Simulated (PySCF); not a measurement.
**2-methyl-1,2,3-triazole (C3H5N3): electronic excitations and core binding energies**

Wanted: the electronic excitations and core binding energies of 2-methyl-1,2,3-triazole (C3H5N3) (`Cn1nccn1`), by calculation.

Programs: PySCF 2.14.0, with density-fitted response routines of our own. Each step states its level of theory. These are calculated values for one molecule in the gas phase, unless marked as measured. Atoms are numbered from 0 throughout.

### Step 1. The molecule as given

11 atoms, charge 0, multiplicity 1; geometry from: GFN2-xTB.

Bonds of the start (Å): C0–N1 1.43, N1–N2 1.31, N2–C3 1.33, C3–C4 1.40, C4–N5 1.33, N5–N1 1.31, C0–H6 1.09, C0–H7 1.09, C0–H8 1.09, C3–H9 1.07, C4–H10 1.07.

### Step 2. Ultraviolet spectrum: PBE0/def2-SVPD

What the job is given:

```
{"job": {"kind": "uv", "xc": "PBE0", "basis": "def2-SVPD", "nstates": 8, "ntriplets": 3}, "charge": 0, "multiplicity": 1}
C     -1.802557    -0.036155    -0.019314
N     -0.372088    -0.005326    -0.012763
N      0.351421    -1.080582     0.179325
C      1.606059    -0.655292     0.129445
C      1.581797     0.721741    -0.101214
N      0.313524     1.097746    -0.185094
H     -2.196439     0.409002     0.896413
H     -2.117078    -1.075051    -0.085045
H     -2.175266     0.526553    -0.874411
H      2.432900    -1.322214     0.253165
H      2.383151     1.422248    -0.206470
```

With the program's defaults for keys left out, this is: TDDFT PBE0/def2-SVPD, vertical, gas phase, core orbitals frozen in the response.

Run with:

```console
OMP_NUM_THREADS=1 python probes_run.py task.json out
```

One launch serves the whole session: the jobs run in the order shown.

Output:

```text
coarse grid: 9544 points
cycle   1  E = -280.9597875301  dE =  1.169e+00  |g| = 4.603e-01  |ddm| = 5.217e+00
cycle   2  E = -280.8820977614  dE =  7.769e-02  |g| = 7.848e-01  |ddm| = 1.562e+00
cycle   3  E = -281.0053520750  dE = -1.233e-01  |g| = 7.926e-02  |ddm| = 9.008e-01
cycle   4  E = -281.0063634819  dE = -1.011e-03  |g| = 4.923e-02  |ddm| = 2.874e-01
cycle   5  E = -281.0069220001  dE = -5.585e-04  |g| = 1.077e-02  |ddm| = 9.821e-02
cycle   6  E = -281.0069445617  dE = -2.256e-05  |g| = 2.569e-03  |ddm| = 1.370e-02
cycle   7  E = -281.0069461413  dE = -1.580e-06  |g| = 4.689e-04  |ddm| = 4.920e-03
final grid: 93464 points
cycle   8  E = -281.0372039504  dE = -2.319e-05  |g| = 5.928e-03  |ddm| = 8.246e-02
cycle   9  E = -281.0372008716  dE =  3.079e-06  |g| = 6.994e-03  |ddm| = 2.770e-02
cycle  10  E = -281.0372124059  dE = -1.153e-05  |g| = 1.925e-03  |ddm| = 1.488e-02
cycle  11  E = -281.0372132838  dE = -8.779e-07  |g| = 1.626e-04  |ddm| = 2.520e-03
cycle  12  E = -281.0372132877  dE = -3.937e-09  |g| = 7.868e-05  |ddm| = 2.744e-04
cycle  13  E = -281.0372132889  dE = -1.201e-09  |g| = 2.373e-05  |ddm| = 1.455e-04
cycle  14  E = -281.0372132890  dE = -1.073e-10  |g| = 8.165e-06  |ddm| = 6.918e-05
converged SCF energy = -281.0372132890

Static polarisability (au): isotropic 54.178, principal 37.584 54.622 70.329

Singlet excitations
state   eV       nm        f      main configurations
  1   6.3718    194.6   0.00001   H-2->L 0.91, H-1->L 0.08
  2   6.6455    186.6   0.17758   H->L 0.91
  3   7.3900    167.8   0.00993   H-3->L 0.92
  4   7.4564    166.3   0.04118   H->L+1 0.95
  5   7.5559    164.1   0.02266   H-1->L 0.67, H->L+2 0.22
  6   7.9731    155.5   0.00647   H->L+3 0.93
  7   8.0800    153.4   0.00042   H-2->L+2 0.83
  8   8.2111    151.0   0.00004   H-1->L+1 0.90

Triplet excitations (Tamm-Dancoff, eV): 4.9938 5.1339 5.4959
```

Wall time 18 s (1 thread of Arm Neoverse V2, shared host); peak memory 0.68 GiB.

The orbitals next to the gap, with their largest atomic shares:

```tsv
orbital	eV	atoms
HOMO−3	-9.33	N2 28 %, N5 27 %, C3 14 %
HOMO−2	-8.42	N5 40 %, N2 40 %, C4 6 %
HOMO−1	-8.42	N5 34 %, N2 33 %, C4 12 %
HOMO	-7.66	N1 25 %, C3 25 %, C4 24 %
LUMO	-0.12	N5 24 %, N2 24 %, N1 21 %
LUMO+1	0.90	C0 40 %, H6 12 %, H8 11 %
LUMO+2	1.32	C3 29 %, C4 28 %, N2 13 %
```

With each of the 8 states as a Gaussian band of 0.4 eV half-width at 1/e, the curve within the window shown has maxima at 187 nm (ε 7,200), 167 nm (ε 3,100) L/(mol cm). Beyond the last state computed it falls off for lack of states. The curve at chosen wavelengths:

```json
{"nm": "146", "ε (L/mol/cm)": "54"}
{"nm": "149", "ε (L/mol/cm)": "160"}
{"nm": "152", "ε (L/mol/cm)": "380"}
{"nm": "154", "ε (L/mol/cm)": "628"}
{"nm": "157", "ε (L/mol/cm)": "1208"}
{"nm": "160", "ε (L/mol/cm)": "1998"}
{"nm": "163", "ε (L/mol/cm)": "2731"}
{"nm": "165", "ε (L/mol/cm)": "3017"}
{"nm": "168", "ε (L/mol/cm)": "3058"}
{"nm": "171", "ε (L/mol/cm)": "2896"}
{"nm": "174", "ε (L/mol/cm)": "3042"}
{"nm": "176", "ε (L/mol/cm)": "3502"}
{"nm": "179", "ε (L/mol/cm)": "4706"}
{"nm": "182", "ε (L/mol/cm)": "6109"}
{"nm": "185", "ε (L/mol/cm)": "7071"}
{"nm": "187", "ε (L/mol/cm)": "7233"}
{"nm": "190", "ε (L/mol/cm)": "6692"}
{"nm": "193", "ε (L/mol/cm)": "5455"}
{"nm": "196", "ε (L/mol/cm)": "3957"}
{"nm": "198", "ε (L/mol/cm)": "3010"}
{"nm": "201", "ε (L/mol/cm)": "1839"}
{"nm": "204", "ε (L/mol/cm)": "1027"}
{"nm": "207", "ε (L/mol/cm)": "528"}
{"nm": "209", "ε (L/mol/cm)": "325"}
{"nm": "212", "ε (L/mol/cm)": "148"}
{"nm": "215", "ε (L/mol/cm)": "63"}
```

Leading natural transition orbitals of singlet state 2: the hole lies on C3, C4 about 27 % each; N1 24 %; the particle on N2, N5 about 25 % each; N1 20 %; C3, C4 about 8 % each.

Leading natural transition orbitals of singlet state 1: the hole lies on N2, N5 about 43 % each; the particle on N1, N2, N5 about 24 % each; C3, C4 about 8 % each.

Further results of this job:

```tsv
property	computed
dipole moment (D)	0.50
polarisability (Å³)	8.03
HOMO–LUMO gap (eV)	7.55
−ε(HOMO) (eV)	7.66
```

Orbitals, density, ELF and potential are computed afterwards from the orbital file.

Frontier orbitals at PBE0/def2-SVPD, with the share of their density that lies nearest to each atom:

```tsv
orbital	energy (eV)	lies on
HOMO	-7.66	N1 28 %; C3, C4 about 26 % each
LUMO	-0.12	N1, N2, N5 about 24 % each; C3, C4 about 8 % each
```

ELF in a plane through or near 9 of the atoms.

Values, 10 rows by 14 columns:
```
0.00 0.00 0.00 0.00 0.00 0.00 0.00 0.00 0.00 0.00 0.00 0.00 0.00 0.00
0.00 0.00 0.00 0.00 0.00 0.00 0.09 0.16 0.01 0.00 0.00 0.00 0.00 0.00
0.00 0.00 0.10 0.89 0.57 0.04 0.75 0.88 0.30 0.00 0.00 0.00 0.00 0.00
0.00 0.00 0.75 1.00 0.99 0.45 0.65 0.93 0.13 0.12 0.32 0.06 0.00 0.00
0.00 0.00 0.05 0.56 0.46 0.27 0.61 0.81 0.52 0.54 0.71 0.14 0.01 0.00
0.00 0.00 0.00 0.08 0.75 0.67 0.22 0.20 0.87 0.37 0.49 0.11 0.00 0.00
0.00 0.00 0.46 0.98 0.92 0.59 0.34 0.72 0.06 0.95 1.00 0.72 0.01 0.00
0.00 0.00 0.57 0.99 0.95 0.11 0.89 0.95 0.21 0.23 0.94 0.33 0.00 0.00
0.00 0.00 0.00 0.37 0.15 0.02 0.53 0.75 0.12 0.00 0.01 0.00 0.00 0.00
0.00 0.00 0.00 0.00 0.00 0.00 0.00 0.00 0.00 0.00 0.00 0.00 0.00 0.00
```
The map spans 10.0 Å across and 8.0 Å up, centred on the molecule. Atoms in the plane (x, y in Å): C0 (1.8, 0.0), N1 (0.4, 0.0), N2 (-0.3, -1.1), C3 (-1.6, -0.7), C4 (-1.6, 0.7), N5 (-0.3, 1.1), H7 (2.1, -1.0), H9 (-2.4, -1.4), H10 (-2.4, 1.4).

On the surface of density 0.002 e/bohr³ the electrostatic potential runs, from the 1st to the 99th percentile, from -1.44 V near N5 to 1.05 V near H9.

### Step 3. X-ray photoelectron lines: SCAN, X2C

Same as in step 2 but for these lines:

```diff
@@ -1,2 +1,2 @@
-{"job": {"kind": "uv", "xc": "PBE0", "basis": "def2-SVPD", "nstates": 8, "ntriplets": 3}, "charge": 0, "multiplicity": 1}
+{"job": {"kind": "xps"}, "charge": 0, "multiplicity": 1}
 C     -1.802557    -0.036155    -0.019314
```

Level: delta-SCF UKS SCAN, pcX-2 on the ionised atom, pcseg-1 elsewhere, spin-free X2C.

Output:

```text
ground state, core basis on atom 0 (C), 140 functions
  cycle   1  E = -281.45035011  |g| = 4.87e-01
  cycle   2  E = -281.32149405  |g| = 9.11e-01
  cycle   3  E = -281.49788484  |g| = 1.65e-01
  cycle   4  E = -281.50398413  |g| = 6.04e-02
  cycle   5  E = -281.50480184  |g| = 2.10e-02
  cycle   6  E = -281.50489628  |g| = 5.18e-03
  cycle   7  E = -281.50490043  |g| = 1.53e-03
  cycle   8  E = -281.50490114  |g| = 1.25e-03
  cycle   9  E = -281.50490126  |g| = 4.51e-04
  E(ground) = -281.51967389 Eh
hole in C 1s of atom 0
  cycle   1  E = -270.21127726  |g| = 1.50e+00
  cycle   2  E = -269.42916065  |g| = 1.87e+00
  cycle   3  E = -270.63759735  |g| = 5.09e-01
  cycle   4  E = -270.65573925  |g| = 4.71e-01
  cycle   5  E = -270.75753774  |g| = 9.11e-02
  cycle   6  E = -270.76057019  |g| = 3.83e-02
  cycle   7  E = -270.76115700  |g| = 1.42e-02
  cycle   8  E = -270.76123645  |g| = 5.50e-03
  cycle   9  E = -270.76124394  |g| = 4.34e-03
  cycle  10  E = -270.76125392  |g| = 1.15e-03
  cycle  11  E = -270.76125500  |g| = 2.99e-04
  E(ion) = -270.77446337 Eh   <S^2> = 0.7670   hole on atom = 1.000   binding energy = 292.392 eV
ground state, core basis on atom 1 (N), 140 functions
  cycle   1  E = -281.52320994  |g| = 7.62e-02
  cycle   2  E = -281.52320188  |g| = 2.45e-02
  cycle   3  E = -281.52319543  |g| = 2.45e-02
  cycle   4  E = -281.52332881  |g| = 8.79e-03
  cycle   5  E = -281.52334711  |g| = 1.69e-03
  cycle   6  E = -281.52334794  |g| = 4.93e-04
  E(ground) = -281.53634085 Eh
hole in N 1s of atom 1
  cycle   1  E = -265.82286395  |g| = 1.88e+00
  cycle   2  E = -264.17487633  |g| = 2.68e+00
  cycle   3  E = -266.26988301  |g| = 7.54e-01
  cycle   4  E = -266.33302282  |g| = 6.17e-01
  cycle   5  E = -266.52901968  |g| = 1.30e-01
  cycle   6  E = -266.53532913  |g| = 3.12e-02
  cycle   7  E = -266.53577095  |g| = 1.08e-02
  cycle   8  E = -266.53581384  |g| = 7.37e-03
  cycle   9  E = -266.53583394  |g| = 5.11e-03
  cycle  10  E = -266.53584968  |g| = 1.50e-03
  cycle  11  E = -266.53585261  |g| = 6.40e-04
  cycle  12  E = -266.53585271  |g| = 2.61e-04
  E(ion) = -266.54702909 Eh   <S^2> = 0.7749   hole on atom = 1.000   binding energy = 407.880 eV
ground state, core basis on atom 2 (N), 140 functions
  cycle   1  E = -281.51872825  |g| = 7.36e-02
  cycle   2  E = -281.51869198  |g| = 2.03e-02
  cycle   3  E = -281.51841137  |g| = 3.91e-02
  cycle   4  E = -281.51878034  |g| = 6.13e-03
  cycle   5  E = -281.51878751  |g| = 1.59e-03
  cycle   6  E = -281.51878916  |g| = 3.31e-04
  E(ground) = -281.53341459 Eh
hole in N 1s of atom 2
  cycle   1  E = -265.90269810  |g| = 1.86e+00
  cycle   2  E = -264.03683158  |g| = 2.74e+00
  cycle   3  E = -266.14339719  |g| = 1.01e+00
  cycle   4  E = -266.45228971  |g| = 5.94e-01
  cycle   5  E = -266.60179282  |g| = 1.70e-01
  cycle   6  E = -266.60560934  |g| = 1.28e-01
  cycle   7  E = -266.61363237  |g| = 3.03e-02
  cycle   8  E = -266.61410333  |g| = 7.53e-03
  cycle   9  E = -266.61413674  |g| = 3.60e-03
  cycle  10  E = -266.61415196  |g| = 2.45e-03
  cycle  11  E = -266.61416601  |g| = 1.51e-03
  cycle  12  E = -266.61417755  |g| = 1.14e-03
  cycle  13  E = -266.61418542  |g| = 6.64e-04
  cycle  14  E = -266.61418751  |g| = 2.40e-04
  E(ion) = -266.62716205 Eh   <S^2> = 0.7782   hole on atom = 1.000   binding energy = 405.620 eV
ground state, core basis on atom 3 (C), 140 functions
  cycle   1  E = -281.50898284  |g| = 5.76e-02
  cycle   2  E = -281.50893275  |g| = 2.22e-02
  cycle   3  E = -281.50887683  |g| = 2.67e-02
  cycle   4  E = -281.50904572  |g| = 3.40e-03
  cycle   5  E = -281.50904835  |g| = 1.30e-03
  cycle   6  E = -281.50904828  |g| = 1.61e-04
  E(ground) = -281.52498387 Eh
hole in C 1s of atom 3
  cycle   1  E = -270.24129342  |g| = 1.52e+00
  cycle   2  E = -269.11978172  |g| = 2.10e+00
  cycle   3  E = -270.56241649  |g| = 7.22e-01
  cycle   4  E = -270.67851087  |g| = 5.36e-01
  cycle   5  E = -270.80339971  |g| = 1.33e-01
  cycle   6  E = -270.80802084  |g| = 7.79e-02
  cycle   7  E = -270.81093914  |g| = 1.85e-02
  cycle   8  E = -270.81111932  |g| = 5.98e-03
  cycle   9  E = -270.81114593  |g| = 3.35e-03
  cycle  10  E = -270.81115630  |g| = 2.48e-03
  cycle  11  E = -270.81116639  |g| = 1.07e-03
  cycle  12  E = -270.81116958  |g| = 6.35e-04
  cycle  13  E = -270.81116968  |g| = 2.97e-04
  E(ion) = -270.82524449 Eh   <S^2> = 0.7780   hole on atom = 1.000   binding energy = 291.155 eV
```

Wall time 27 s (1 thread of Arm Neoverse V2, shared host); peak memory 0.42 GiB.

The holes in one table. −ε is the ground-state orbital energy:

```tsv
hole	stands for	environment	ΔSCF (eV)	−ε (eV)	⟨S²⟩
C1s on C0	C0	methyl carbon bonded to N	292.39	275.0	0.767
N1s on N1	N1	pyrrole-type ring nitrogen	407.88	389.1	0.775
N1s on N2	N2, N5	pyridine-type nitrogen of an azole	405.62	386.8	0.778
C1s on C3	C3, C4	aromatic CH next to a ring nitrogen	291.15	274.3	0.778
```

Each hole run stands for the others of its class of like atoms.

### Step 4. What came out

| quantity | value |
| --- | --- |
| lowest singlet (PBE0/def2-SVPD) | 6.37 eV (195 nm), f = 0.000 |
| brightest single state of those computed | state 2, 6.65 eV, f = 0.178 |
| lowest triplet | 4.99 eV |
| surface potential, 1st and 99th percentile | -1.44 V and 1.05 V |
| C1s binding energies, SCAN/pcX-2 | C0 292.39, C3 291.15 eV |
| N1s binding energies, SCAN/pcX-2 | N1 407.88, N2 405.62 eV |

In words: The first singlet state (HOMO−2→LUMO 0.91, HOMO−1→LUMO 0.08) lies at 6.37 eV and is dark; of the 8 states computed, the strongest absorption comes from state 2 at 6.65 eV. The lowest triplet lies 1.38 eV below the lowest singlet (triplets in Tamm-Dancoff, singlets in full TDDFT). The C1s levels kept as sound span 1.24 eV, from C3 (aromatic CH next to a ring nitrogen) up to C0 (methyl carbon bonded to N). N1 (pyrrole-type ring nitrogen) binds its N1s electron 2.26 eV more tightly than N2 (pyridine-type nitrogen of an azole).
